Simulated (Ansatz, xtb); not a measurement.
# Two isomers of AlH3NO

We compare X, `[NH2][Al][OH]`, a doublet, with Y, `[NH][AlH][OH]`, a doublet. Both are isolated molecules in the gas phase, relaxed with PBE0-D3(BJ)/pcseg-1, each in the lowest conformer that the search found.

Q: Estimate E(Y) − E(X) at the level CCSD(T)/def2-TZVP.

A: Calculated at CCSD(T)/def2-TZVP: E(Y) − E(X) = +131.1 kJ/mol, so structure X lies lower.

The same difference at several levels:

| level | geometry | E(Y) − E(X) (kJ/mol) | departure from the last row (kJ/mol) | job, with rough time for the two |
| --- | --- | --- | --- | --- |
| GFN2-xTB | GFN2-xTB | +80.7 | −50.3 | optimisation, 0.12 s |
| HF/STO-3G | GFN2-xTB | −42.8 | −173.9 | single point, 0.24 s |
| r2SCAN-D4/def2-SVP | GFN2-xTB | +144.1 | +13.0 | single point, 2.8 s |
| PBE0-D3(BJ)/pcseg-1 | PBE0-D3(BJ)/pcseg-1 | +140.8 | +9.8 | optimisation, 63 s |
| HF/def2-TZVP | PBE0-D3(BJ)/pcseg-1 | +86.6 | −44.4 | part of the CCSD(T) run |
| MP2/def2-TZVP | PBE0-D3(BJ)/pcseg-1 | +156.6 | +25.5 | part of the CCSD(T) run |
| CCSD(T)/def2-TZVP | PBE0-D3(BJ)/pcseg-1 | +131.1 |  | single point, 35 s |

As drawn, Y has 1 Al–H in place of 1 N–H.

HF/STO-3G puts the two in the other order. The largest departure from CCSD(T)/def2-TZVP is that of HF/STO-3G, 173.9 kJ/mol.

With harmonic frequencies from PBE0-D3(BJ)/pcseg-1 (ideal gas, rigid rotor, one conformer each, 298.15 K, 1 atm): on the last row, ΔE + ΔZPE = +114.8, ΔH = +115.4, ΔG = +114.3 kJ/mol.

Open shells are spin-unrestricted. The correlated steps freeze 7 core orbitals. Mirror images aren't counted in ΔG. Codes used: Ansatz 0.2.0, xtb 6.7.1; the last row on 1 thread of Intel(R) Xeon(R) 6975P-C (Granite Rapids) on a shared host.
